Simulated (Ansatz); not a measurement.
Basis-set extrapolation for `OC(O)=NP` (PBE0-D4/def2-TZVP geometry, frozen core, Ansatz). Multiplicity 1, RHF reference.

```tsv
	def2-TZVPP	def2-QZVPP
HF	-585.230471	-585.251758
MP2 correlation	-0.981678	-1.057171
CCSD(T) correlation	-1.048971	not run
```

Energies in hartree. Use E(X) = E(∞) + A·exp(−7.88·√X) for Hartree–Fock and E(X) = E(∞) + B·X^(−2.97) for correlation, with X = 3 and 4, and add CCSD(T) minus MP2 of the smaller set to the MP2 limit.

What is the CCSD(T) energy at the basis-set limit?

HF limit: -585.251758 + (-0.021287) × 0.13774 = -585.25469. MP2 limit: -1.057171 + (-0.075493) × 0.74074 = -1.11309. Higher-order term: -1.048971 − (-0.981678) = -0.06729. Total: -586.43507 hartree, 408.6 kJ/mol below CCSD(T)/def2-TZVPP.
